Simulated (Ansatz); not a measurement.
Relaxation of H5Si (6 atoms, charge 0, multiplicity 2), to a largest force component of 0.03 eV/Å in at most 50 steps.

Computed with Ansatz 0.2.0, UKS BHLYP-D4/def2-SVP.

```xyz
6
Properties=species:S:1:pos:R:3:forces:R:3
Si 0.001 0.000 -0.296 0.00 0.00 -0.19
H 0.000 0.000 2.371 0.00 0.00 -1.51
H 1.411 0.000 -0.747 0.03 0.00 -0.01
H -0.705 1.221 -0.747 -0.01 0.02 -0.01
H -0.705 -1.221 -0.747 -0.01 -0.02 -0.01
H 0.000 0.000 3.088 0.00 0.00 1.73
```

**Question.** Where does it end, and by what steps?

**Answer.** It converged. The force dipped under the threshold on the way, but the program's further checks kept it going. After 5 steps the energy has fallen by 0.090 eV; H6 moved furthest, 0.56 Å.

```csv
step,energy less start (eV),largest force component (eV/Å),accepted
0,0.0000,1.725,yes
1,-0.0693,0.070,yes
2,-0.0842,0.134,yes
3,-0.0887,0.025,yes
4,-0.0897,0.009,yes
5,-0.0899,0.007,yes
```

```xyz
6
Properties=species:S:1:pos:R:3
Si 0.001 0.000 -0.569
H 0.000 0.000 2.897
H 1.412 0.000 -1.020
H -0.705 1.222 -1.019
H -0.705 -1.222 -1.019
H 0.000 0.000 3.651
```

Whether the end is a true minimum wasn't checked by a vibrational analysis.

Run time: 5.2 s on 1 thread of Intel(R) Xeon(R) Platinum 8488C (Sapphire Rapids), on a shared host, peak memory 0.12 GiB.
